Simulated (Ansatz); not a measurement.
Ansatz (a first-principles code) input:

Ansatz 0.2 input:
```yaml
crystal:
  periodic: [false, false, false]
  atoms:
    - {symbol: C, position_ang: [0.00340085, 0.10411341, 0.84463058]}
    - {symbol: C, position_ang: [-0.00316901, 0.02839917, -0.68472531]}
    - {symbol: H, position_ang: [-0.87168362, -0.45775013, 1.22954120]}
    - {symbol: H, position_ang: [0.88597729, -0.45133029, 1.22167274]}
    - {symbol: H, position_ang: [-0.00176189, -0.97997600, -1.19312952]}
    - {symbol: H, position_ang: [-0.88238004, 0.54379300, -1.10483906]}
    - {symbol: H, position_ang: [0.86845721, 0.55018792, -1.11267697]}
basis:
  gaussian:
    orbitals: def2-TZVPD
hamiltonian:
  xc: {name: BHLYP}
total_charge: -1
output: {forces: true}
```

Problem. Predict the final energy.

Solution. -79.10787 Eh (BHLYP/def2-TZVPD). The basis has 119 functions.

It need not be the lowest isomer of its formula. Whether it binds its extra electron was not tested at this geometry.
